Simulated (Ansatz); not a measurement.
**Reading a saddle point**

A first-order saddle point of BH5O, singlet, PBE0-D4/def2-TZVP, with one imaginary mode of 1342i cm⁻¹:

```
7
angstrom
B -0.4886 0.0009 -0.2182
H 0.0230 -1.2261 -0.3309
H -0.8675 0.3025 -1.3087
H -1.2496 -0.0399 0.7046
H 0.7611 -0.5641 -0.0551
O 0.8930 0.6766 0.1319
H 0.9285 0.8502 1.0766
```

Ansatz 0.2.0; basis: def2-TZVPP and def2-QZVPP; cores frozen in the correlated methods. Extrapolation: Hartree–Fock as exp(−7.88 √X), correlation as X^−2.97.

**Question.** Which contacts change along the imaginary mode, and what lies on either side? (Judge from chemistry; the calculation decides.)

**Answer.** The calculation gives: The step is BH₃ + H₂O → BH₃O ([BH2][OH]) + H₂, with the molecules in contact on both sides. Shortening one way: B1–O6, H2–H5; lengthening the same way: B1–H2, H5–O6.
| pair | one side (Å) | saddle (Å) | other side (Å) |
| --- | --- | --- | --- |
| B1–O6 | 1.69 | 1.58 | 1.35 |
| H2–H5 | 2.50 | 1.03 | 0.75 |
| B1–H2 | 1.20 | 1.33 | 3.12 |
| H5–O6 | 0.96 | 1.26 | 3.41 |

**Question.** Which side is lower, and how far does the saddle lie above each? (To be estimated.)

**Answer.** By the calculation: The side with B1–O6, H2–H5 short is lower by 16.17 kcal/mol; the saddle lies 40.65 kcal/mol above it and 24.48 kcal/mol above the other (CCSD(T) at an estimated basis limit (MP2 extrapolated from triple and quadruple zeta, plus CCSD(T) − MP2 in triple zeta); electronic energies).

The T1 diagnostic stays at or below 0.013.

The step is the kind of ligand exchange by which a precursor binds to a hydroxyl group, or is hydrolysed, in atomic layer deposition of oxides.

Labels in which every atom is bracketed show which atoms are joined, not bond orders.

For scale, one of the runs: CCSD(T)/def2-TZVPP, 132 basis functions, launched by `ansatz run in.yaml --threads 2 --pin off --events-out ev --progress --plain --max-ram 4352MiB`. Hardware: 2 CPU threads of an Arm Neoverse V1, shared host. Wall time 6 s; peak host memory 0.68 GiB.
